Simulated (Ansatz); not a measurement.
Computed with PBE0-D3(BJ)/def2-TZVP run with Ansatz (a program for electronic structure). No frequencies were computed at this level.

Ansatz 0.2 input:
```yaml
crystal:
  periodic: [false, false, false]
  atoms:
    - { symbol: C, position_ang: [-1.295453, -0.088801, 0.04251] }
    - { symbol: C, position_ang: [0.087817, -0.137502, 0.560325] }
    - { symbol: C, position_ang: [1.257044, 0.090208, -0.314716] }
    - { symbol: H, position_ang: [-1.333725, -0.407481, -0.998612] }
    - { symbol: H, position_ang: [-1.957723, -0.721919, 0.633673] }
    - { symbol: H, position_ang: [-1.709035, 0.928637, 0.086143] }
    - { symbol: H, position_ang: [0.237971, -0.142809, 1.626636] }
    - { symbol: H, position_ang: [1.539057, 1.152199, -0.345971] }
    - { symbol: H, position_ang: [1.044306, -0.217976, -1.337812] }
    - { symbol: H, position_ang: [2.12974, -0.454556, 0.047824] }
basis:
  gaussian: { orbitals: def2-tzvp }
hamiltonian:
  xc: pbe0
  dispersion: d3bj
relax:
  max_steps: 150
magnetization:
  spin_polarized: true
  initial_magnetization: 1
```

Output:

```
Functional definition: PBE0
848 factors; their error is unknown
mean field evaluation 1: about -3212.9009 eV, gradient 4.1e1 eV
mean field evaluation 2: about -3210.6306 eV, gradient 4.5e1 eV
mean field evaluation 4: about -3220.9034 eV, gradient 1.6e0 eV
mean field evaluation 8: about -3220.9173 eV, gradient 8.5e-2 eV
mean field evaluation 16: about -3220.9027 eV, gradient 1.6e-4 eV
mean field -3220.90273450 eV, -118.3659922866 hartree, gradient 1.8e-5 eV, S^2 0.755155; 0 other end points of the search recorded, 0 dependent functions left out
reference -3220.90276403 eV, -118.3659933716 hartree; 13, 12 occupied and 122, 123 virtual orbitals, 848 factors
relax step   1: F+E_penalty+E_count = -3221.02240271 eV  Δ(F+E_penalty+E_count) = +0.000e0 eV  max|allowed force component| = 2.989e-1 eV/Å  Δτ_max = 0.0000 Å  (30 SCF iters, accepted)
these checks for a lower state are left out or cut short: starts, cluster_reference, orbital_swaps, neighbouring_geometries, increment
848 factors; their error is unknown
mean field -3220.91095183 eV, -118.3662942680 hartree, gradient 1.9e-5 eV, S^2 0.755173; 0 other end points of the search recorded, 0 dependent functions left out
reference -3220.91098149 eV, -118.3662953578 hartree; 13, 12 occupied and 122, 123 virtual orbitals, 848 factors
relax step   2: F+E_penalty+E_count = -3221.03031461 eV  Δ(F+E_penalty+E_count) = -7.912e-3 eV  max|allowed force component| = 8.499e-2 eV/Å  Δτ_max = 0.0280 Å  (31 SCF iters, accepted)
these checks for a lower state are left out or cut short: starts, cluster_reference, orbital_swaps, neighbouring_geometries, increment
848 factors; their error is unknown
mean field evaluation 32: about -3220.9139 eV, gradient 1.9e-5 eV
mean field -3220.91388400 eV, -118.3664020232 hartree, gradient 1.9e-5 eV, S^2 0.755164; 0 other end points of the search recorded, 0 dependent functions left out
reference -3220.91391374 eV, -118.3664031162 hartree; 13, 12 occupied and 122, 123 virtual orbitals, 848 factors
relax step   3: F+E_penalty+E_count = -3221.03320208 eV  Δ(F+E_penalty+E_count) = -2.887e-3 eV  max|allowed force component| = 4.544e-2 eV/Å  Δτ_max = 0.0385 Å  (30 SCF iters, accepted)
these checks for a lower state are left out or cut short: starts, cluster_reference, orbital_swaps, neighbouring_geometries, increment
848 factors; their error is unknown
mean field -3220.91574111 eV, -118.3664702708 hartree, gradient 1.1e-5 eV, S^2 0.755143; 0 other end points of the search recorded, 0 dependent functions left out
reference -3220.91577069 eV, -118.3664713579 hartree; 13, 12 occupied and 122, 123 virtual orbitals, 848 factors
relax step   4: F+E_penalty+E_count = -3221.03560353 eV  Δ(F+E_penalty+E_count) = -2.401e-3 eV  max|allowed force component| = 1.202e-1 eV/Å  Δτ_max = 0.0838 Å  (31 SCF iters, accepted)
these checks for a lower state are left out or cut short: starts, cluster_reference, orbital_swaps, neighbouring_geometries, increment
848 factors; their error is unknown
mean field -3220.91958505 eV, -118.3666115329 hartree, gradient 2.7e-5 eV, S^2 0.755174; 0 other end points of the search recorded, 0 dependent functions left out
reference -3220.91961470 eV, -118.3666126225 hartree; 13, 12 occupied and 122, 123 virtual orbitals, 848 factors
relax step   5: F+E_penalty+E_count = -3221.03927835 eV  Δ(F+E_penalty+E_count) = -3.675e-3 eV  max|allowed force component| = 1.032e-2 eV/Å  Δτ_max = 0.0707 Å  (30 SCF iters, accepted)
these checks for a lower state are left out or cut short: starts, cluster_reference, orbital_swaps, neighbouring_geometries, increment
848 factors; their error is unknown
mean field -3220.91956076 eV, -118.3666106401 hartree, gradient 1.5e-5 eV, S^2 0.755198; 0 other end points of the search recorded, 0 dependent functions left out
reference -3220.91959042 eV, -118.3666117303 hartree; 13, 12 occupied and 122, 123 virtual orbitals, 848 factors
relax step   6: F+E_penalty+E_count = -3221.03939171 eV  Δ(F+E_penalty+E_count) = -1.134e-4 eV  max|allowed force component| = 8.925e-2 eV/Å  Δτ_max = 0.0898 Å  (30 SCF iters, accepted)
these checks for a lower state are left out or cut short: starts, cluster_reference, orbital_swaps, neighbouring_geometries, increment
848 factors; their error is unknown
mean field -3220.91820830 eV, -118.3665609381 hartree, gradient 1.8e-5 eV, S^2 0.755219; 0 other end points of the search recorded, 0 dependent functions left out
reference -3220.91823801 eV, -118.3665620299 hartree; 13, 12 occupied and 122, 123 virtual orbitals, 848 factors
relax step   7: F+E_penalty+E_count = -3221.03793107 eV  Δ(F+E_penalty+E_count) = +1.461e-3 eV  max|allowed force component| = 1.257e-1 eV/Å  Δτ_max = 0.0248 Å  (31 SCF iters, rejected (line search))
these checks for a lower state are left out or cut short: starts, cluster_reference, orbital_swaps, neighbouring_geometries, increment
848 factors; their error is unknown
mean field evaluation 64: about -3220.9201 eV, gradient 3.2e-1 eV
mean field -3220.92038854 eV, -118.3666410605 hartree, gradient 1.8e-5 eV, S^2 0.755205; 0 other end points of the search recorded, 0 dependent functions left out
reference -3220.92041818 eV, -118.3666421497 hartree; 13, 12 occupied and 122, 123 virtual orbitals, 848 factors
relax step   8: F+E_penalty+E_count = -3221.04016763 eV  Δ(F+E_penalty+E_count) = -7.759e-4 eV  max|allowed force component| = 2.358e-3 eV/Å  Δτ_max = 0.0097 Å  (31 SCF iters, accepted)
848 factors; their error is unknown
mean field -3220.92038854 eV, -118.3666410605 hartree, gradient 8.9e-5 eV, S^2 0.755205; 1 other end points of the search recorded, 0 dependent functions left out
reference -3220.92041818 eV, -118.3666421497 hartree; 13, 12 occupied and 122, 123 virtual orbitals, 848 factors
Total energy: -3221.04019727 eV, -118.3710439502 hartree
Atom 0 at    -1.290238    -0.063699     0.053388 Å, force     0.001690     0.000060     0.000900 eV/Å
Atom 1 at     0.093761    -0.249957     0.546169 Å, force    -0.000510     0.001795    -0.002358 eV/Å
Atom 2 at     1.251945     0.110712    -0.303230 Å, force    -0.000943    -0.000469     0.001637 eV/Å
Atom 3 at    -1.414357    -0.474057    -0.955742 Å, force     0.000237     0.000095     0.000519 eV/Å
Atom 4 at    -2.026750    -0.536857     0.705413 Å, force    -0.000764    -0.000212     0.000119 eV/Å
Atom 5 at    -1.559751     1.002407    -0.018293 Å, force    -0.000810    -0.000668     0.000160 eV/Å
Atom 6 at     0.255061    -0.444974     1.600275 Å, force    -0.000254    -0.000316    -0.000610 eV/Å
Atom 7 at     1.347107     1.201823    -0.424692 Å, force     0.000857    -0.000052    -0.000150 eV/Å
Atom 8 at     1.148007    -0.296951    -1.315698 Å, force     0.000068    -0.000223     0.000070 eV/Å
Atom 9 at     2.195213    -0.248447     0.112411 Å, force     0.000428    -0.000009    -0.000287 eV/Å
Dipole moment:    -0.004325     0.042108    -0.010293 e Å
```

Cost: about 30 core-seconds (a rough figure).
